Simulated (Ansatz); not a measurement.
Palladium, fcc: convergence with the k-point mesh

Computed with Ansatz, r²SCAN, scalar-relativistic PAW, on the relaxed cell (a = 3.914 Å; ferromagnetic, net 0.41 μB per atom). Errors count from a run at 500 eV on a Γ-centred 23×23×23 mesh with Fermi-Dirac smearing of 0.05 eV, extrapolated to zero width. Fixed here: cutoff 500 eV, Fermi-Dirac width 0.05 eV.

```tsv
k-mesh	E(σ→0) error (meV/atom)	P (GPa)	sphere moment (μB)	SCF iterations
2×2×2	2901.4	52.35	0.93	14
4×4×4	-183.2	-0.89	0.49	12
5×5×5	143.1	1.65	0.38	14
7×7×7	-26.2	0.06	0.40	11
8×8×8	24.9	0.17	0.31	19
11×11×11	6.1	0.16	0.52	14
15×15×15	-2.4	-0.29	0.42	14
20×20×20	0.2	-0.14	0.45	13
```

Within 5 meV/atom of the last row: from 15×15×15 on.
